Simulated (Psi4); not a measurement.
# [OF2]+ (SMILES F[O+]F) at UBLYP/cc-pVTZ

What is the energy change on altering one bond length of [OF2]+ at UBLYP/cc-pVTZ? Input form: a Python script.

The results are computed with Psi4 1.11.

1 further run of the same task is left out (it didn't finish).

## (1) The system as given

[OF2]+: 3 atoms, total charge +1, spin state doublet. SMILES: `F[O+]F`. The coordinates come from a PBE0-D4/def2-TZVP relaxation.

Bond lengths: F1–O2 1.297 Å, O2–F3 1.297 Å. Angles: F1–O2–F3 108.0°.

## (2) Energy and forces at UBLYP/cc-pVTZ

calc.py reads:

```python
import psi4

psi4.set_memory(2200000000)
psi4.set_num_threads(1)
psi4.set_output_file('output.dat', False)

mol = psi4.geometry("""
1 2
F      1.73892598    -0.58394427     0.89461524
O      0.00120942     0.95470854     0.10520105
F     -1.74013540    -0.37074537    -0.99983520
units bohr
symmetry c1
no_reorient
no_com
""")

options = {'basis': 'cc-pVTZ', 'reference': 'uks', 'puream': True, 'e_convergence': 1e-09, 'd_convergence': 1e-08, 'scf_type': 'pk', 'dft_radial_points': 99, 'dft_spherical_points': 590, 'maxiter': 100}
psi4.set_options(options)

E, wfn = psi4.gradient('blyp', molecule=mol, return_wfn=True)
psi4.oeprop(wfn, 'QUADRUPOLE', 'WIBERG_LOWDIN_INDICES', 'DIPOLE')
print('gradient / Eh bohr^-1')
print(E.np.round(6))
print(f'energy = {wfn.energy():.10f} Eh')
```

The run is started by

```sh
python calc.py
```

output.dat:

```text
[...]
  Running in c1 symmetry.
[...]
  Nuclear repulsion =   79.155290790406767
[...]
  Multiplicity = 2
[...]
  Nalpha       = 13
  Nbeta        = 12
[...]
    Number of basis functions: 90
[...]
   @UKS iter   1:  -274.24610621152789    4.68733e-01   4.86443e-03 DIIS/ADIIS
[...]
   @UKS iter  12:  -274.30761664121127   -2.21689e-12   7.41595e-09 DIIS
[...]
   @S^2 Observed:                7.515555620E-01
[...]
    Orbital Energies [Eh]
    ---------------------
    Alpha Occupied:
       1A    -24.792455     2A    -24.792452     3A    -19.469893
       4A     -1.725022     5A     -1.564907     6A     -1.244179
       7A     -0.998344     8A     -0.942265     9A     -0.936693
      10A     -0.804567    11A     -0.769888    12A     -0.769009
      13A     -0.691624
    Alpha Virtual:
      14A     -0.478390    15A     -0.430343    16A      0.142216
      17A      0.152523    18A      0.156884    19A      0.280602
      20A      0.316815    21A      0.345568    22A      0.378926
      23A      0.395710    24A      0.415389    25A      0.509602
[...]
  @UKS Final Energy:  -274.30761664121127
   => Energetics <=
    Nuclear Repulsion Energy =             79.1552907904067666
    One-Electron Energy =                -528.0689635806618298
    Two-Electron Energy =                 203.5055926089800664
    DFT Exchange-Correlation Energy =     -28.8995364599362752
    Empirical Dispersion Energy =           0.0000000000000000
    VV10 Nonlocal Energy =                  0.0000000000000000
    Total Energy =                       -274.3076166412112684
[...]
  -Total Gradient:
     Atom            X                  Y                   Z
    ------   -----------------  -----------------  -----------------
       1       -0.040880851049     0.031019287542    -0.019138500720
       2       -0.000075909773    -0.057021511241    -0.006285746412
       3        0.040956766808     0.026007253023     0.025424801147
[...]
 Multipole Moments:
 ------------------------------------------------------------------------------------
     Multipole            Electronic (a.u.)      Nuclear  (a.u.)        Total (a.u.)
 ------------------------------------------------------------------------------------
 L = 1.  Multiply by 2.5417464519 to convert [e a0] to [Debye]
 Dipole X            :          0.0013576           -0.0012094            0.0001481
 Dipole Y            :          1.0781336           -0.9545384            0.1235951
 Dipole Z            :          0.1189797           -0.1053712            0.0136084
 Magnitude           :                                                    0.1243421
 L = 2.  Multiply by 1.3450342976 to convert [e a0^2] to [Debye ang]
 Quadrupole XX       :        -61.8861323           54.4674247           -7.4187077
 Quadrupole XY       :          3.2055836           -3.3233613           -0.1177777
[...]
```

On the terminal:

```text
gradient / Eh bohr^-1
[[-4.0881e-02  3.1019e-02 -1.9139e-02]
 [-7.6000e-05 -5.7022e-02 -6.2860e-03]
 [ 4.0957e-02  2.6007e-02  2.5425e-02]]
energy = -274.3076166412 Eh
```

Run time: 13 s. Hardware: 1 thread of Intel Xeon 6975P-C (Granite Rapids), shared host; peak memory 0.73 GiB.

## (3) The distorted shape: a single-point energy at UBLYP/cc-pVTZ

calc.py reads:

```python
import psi4

psi4.set_memory('2200 MB')
psi4.set_num_threads(1)
psi4.core.set_output_file('output.dat', False)

molecule = psi4.geometry("""
1 2
F
O 1 2.8541
F 2 1.297317 1 108.01616
symmetry c1
""")

psi4.set_options({
    'reference': 'uks',
    'puream': True,
    'e_convergence': 1e-09,
    'd_convergence': 1e-08,
    'scf_type': 'pk',
    'dft_radial_points': 99,
    'dft_spherical_points': 590,
    'maxiter': 100,
})

e, wfn = psi4.energy('blyp/cc-pVTZ', molecule=molecule, return_wfn=True)
psi4.oeprop(wfn, 'MULLIKEN_CHARGES', 'WIBERG_LOWDIN_INDICES', 'LOWDIN_CHARGES', title='BLYP')
print(f'total energy {e:.8f} hartree = {e * 27.211386:.5f} eV')
```

The run is started by

```sh
python calc.py
```

output.dat:

```text
[...]
  Running in c1 symmetry.
[...]
  Nuclear repulsion =   55.030913548056148
[...]
  Multiplicity = 2
[...]
  Nalpha       = 13
  Nbeta        = 12
[...]
    Number of basis functions: 90
[...]
   @UKS iter   1:  -273.33151344783829    9.36231e-01   1.12390e-02 DIIS/ADIIS
[...]
   @UKS iter  27:  -274.25106170126435   -8.52651e-13   4.67981e-09 DIIS
[...]
   @S^2 Observed:                1.754525354E+00
[...]
    Orbital Energies [Eh]
    ---------------------
    Alpha Occupied:
       1A    -24.828525     2A    -24.624808     3A    -19.410172
       4A     -1.663969     5A     -1.296394     6A     -1.271319
       7A     -0.929429     8A     -0.898565     9A     -0.892483
      10A     -0.720132    11A     -0.712923    12A     -0.633888
      13A     -0.615876
    Alpha Virtual:
      14A     -0.581241    15A     -0.449472    16A      0.139303
      17A      0.153851    18A      0.168335    19A      0.272249
      20A      0.354175    21A      0.375580    22A      0.381028
      23A      0.449198    24A      0.466349    25A      0.531504
[...]
  @UKS Final Energy:  -274.25106170126435
   => Energetics <=
    Nuclear Repulsion Energy =             55.0309135480561480
    One-Electron Energy =                -481.7737142491531586
    Two-Electron Energy =                 181.2775512860288813
    DFT Exchange-Correlation Energy =     -28.7858122861962222
    Empirical Dispersion Energy =           0.0000000000000000
    VV10 Nonlocal Energy =                  0.0000000000000000
    Total Energy =                       -274.2510617012643479
[...]
 Multipole Moments:
 ------------------------------------------------------------------------------------
     Multipole            Electronic (a.u.)      Nuclear  (a.u.)        Total (a.u.)
 ------------------------------------------------------------------------------------
 L = 1.  Multiply by 2.5417464519 to convert [e a0] to [Debye]
 Dipole X            :          0.3386988           -0.3468660           -0.0081672
 Dipole Y            :         -0.1814999           -0.6896388           -0.8711387
 Dipole Z            :         -0.0000000            0.0000000           -0.0000000
 Magnitude           :                                                    0.8711770
[...]
  Mulliken Charges: (a.u.)
   Center  Symbol    Alpha    Beta     Spin     Total
       1     F     3.99758  4.81387 -0.81629  0.18856
       2     O     4.44983  3.06324  1.38659  0.48692
       3     F     4.55259  4.12289  0.42970  0.32452
   Total alpha = 13.00000, Total beta = 12.00000, Total charge =  1.00000
  Lowdin Charges: (a.u.)
   Center  Symbol    Alpha    Beta     Spin     Total
       1     F     3.99760  4.81445 -0.81685  0.18795
       2     O     4.47644  3.11037  1.36608  0.41319
       3     F     4.52596  4.07518  0.45078  0.39886
[...]
```

Standard output:

```text
total energy -274.25106170 hartree = -7462.75150 eV
```

It took 12 s on 1 thread of Intel Xeon 6975P-C (Granite Rapids), shared host; peak memory 0.66 GiB.

## (4) What came out

Level: UBLYP/cc-pVTZ.

```
                                                         quantity          value
                                        first shape: total energy  -274.30762 Eh
                  first shape: HOMO energy (highest over α and β)      -18.82 eV
                   first shape: LUMO energy (lowest over α and β)      -17.12 eV
                                                first shape: ⟨S²⟩          0.752
                            first shape: largest force on an atom     2.950 eV/Å
                                    distorted shape: total energy  -274.25106 Eh
              distorted shape: HOMO energy (highest over α and β)      -16.76 eV
                                            distorted shape: ⟨S²⟩          1.755
energy change with the F1–O2 bond stretched from 1.297 to 2.854 Å       1.539 eV
```

With the F1–O2 bond stretched from 1.297 to 2.854 Å the energy rises by 1.54 eV (148 kJ/mol). The first shape isn't relaxed at this level, so the change isn't measured from a minimum. The largest force (first shape) is 2.95 eV/Å: the shape isn't a stationary point for this species at this level. ⟨S²⟩ (distorted shape) is 1.75 where a pure doublet has 0.75: the reference is spin-contaminated. Mulliken charges (distorted shape) run from +0.19 on F1 to +0.49 on O2.
